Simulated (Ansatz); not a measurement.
Input file:

```yaml
crystal:
  periodic: [false, false, false]
  atoms:
    - {symbol: Br, position_ang: [0.000000, -0.022072, -0.002661]}
    - {symbol: H, position_ang: [0.000000, 0.771451, -0.832254]}
    - {symbol: H, position_ang: [0.000000, 0.978303, 1.043186]}
basis:
  gaussian: {orbitals: def2-TZVPP}
total_charge: 1
magnetization: {spin_polarized: false}
correlation: {method: ccsdtq, electrons: all}
scf: {lower_state_search: off}
output: {forces: true}
```

```sh
$ ansatz run in.yaml --threads 1 --pin off --events-out ev --progress --plain --max-ram 2393MiB
```

Task: One thing in this input was set wrong on purpose, beside settings that are merely unusual. What is the gravest fault, and what does the program do?

Result: Too large for memory. How the run ends: out of memory.
```
these checks for a lower state are left out or cut short: starts, cluster_reference, orbital_swaps, neighbouring_geometries, increment
896 factors; integrals over basis functions are off by at most 1.7e-7 eV
mean field evaluation 1: about -70018.5719 eV, gradient 1.7e1 eV
mean field evaluation 2: about -70018.6188 eV, gradient 1.7e1 eV
mean field evaluation 4: about -70019.3637 eV, gradient 1.7e0 eV
mean field evaluation 8: about -70019.3791 eV, gradient 8.8e-2 eV
mean field -70019.37911898 eV, -2573.1647217827 hartree, gradient 1.2e-6 eV, S^2 0.000000; 0 other end points of the search recorded, 0 dependent functions left out
reference -70019.37911898 eV, -2573.1647217827 hartree; 18, 18 occupied and 58, 58 virtual orbitals, 896 factors
Error: the run needs more than the 2.33 GiB of memory given, because the steps of its equations don't fit beside its arrays
refused for memory
```
